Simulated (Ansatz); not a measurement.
We consider fcc Ni, described by r²SCAN in Ansatz (PAW).

Settings: plane-wave cutoff 560 eV, 26×26×26 k mesh, Fermi–Dirac smearing 0.05 eV, spin-polarised with parallel moments, scalar-relativistic PAW data made under PBE.

Cell (relaxed at this level):

```xyz
1
Lattice="0.0000 1.7389 1.7389 1.7389 0.0000 1.7389 1.7389 1.7389 0.0000" Properties=species:S:1:pos:R:3 pbc="T T T"
Ni     0.0000     0.0000     0.0000
```
Starting moments (μB, in the order of the record's atoms Ni): 0.8.

**Question.** Predict the bulk modulus, magnetic moment per atom (the cell's total over its atoms) and pressure derivative B′ of the bulk modulus.

**Answer.** 
bulk modulus: 218 GPa
magnetic moment per atom (the cell's total over its atoms): 0.73 μB
pressure derivative B′ of the bulk modulus: 5.1

The run finds no gap.

Measured, for comparison: bulk modulus 192 GPa (0 K value with the zero-point phonon effect removed, our sources range from 186 to 195; as tabulated in Mejia-Rodriguez and Trickey (2018), arXiv:1807.09216). Computed (rounded) less measured: bulk modulus +14 % (+12 % to +17 % over the range).

Moments are spin moments.

The computed numbers hold no vibrational or temperature effects.

Cost on a shared machine: roughly 7 core-minutes.

Ansatz is a first-principles code.
